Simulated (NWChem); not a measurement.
# Atomisation of ethylene (C2H4)

SMILES: C=C
```xyz
6

C      0.0000     0.0000     0.6703
C      0.0000     0.0000    -0.6703
H      0.9374     0.0000     1.2507
H     -0.9374     0.0000     1.2507
H     -0.9374     0.0000    -1.2507
H      0.9374     0.0000    -1.2507
```
Charge 0, spin multiplicity 1.

The numbers come from NWChem runs, not from measurements. Structure: optimised with PBE/def2-SVP, a minimum by its harmonic frequencies.

Basis set: def2-TZVP. The atomisation energy is electronic alone: no zero-point, thermal, spin-orbit or counterpoise terms. No value is extrapolated to the basis-set limit. Free atoms are single determinants with multiplicities C 3, H 2.

No SCF solution was tested for a lower state. Open-shell Hartree-Fock references start from PBE0 orbitals.

### Question
One of these methods gave an atomisation energy of 425.7 kcal/mol. Which?
A) HF
B) PBE0
C) LDA (SVWN5)
D) PBE

### Answer
A, HF. The others give 631.3 (LDA (SVWN5)), 570.8 (PBE), 562.3 (PBE0).
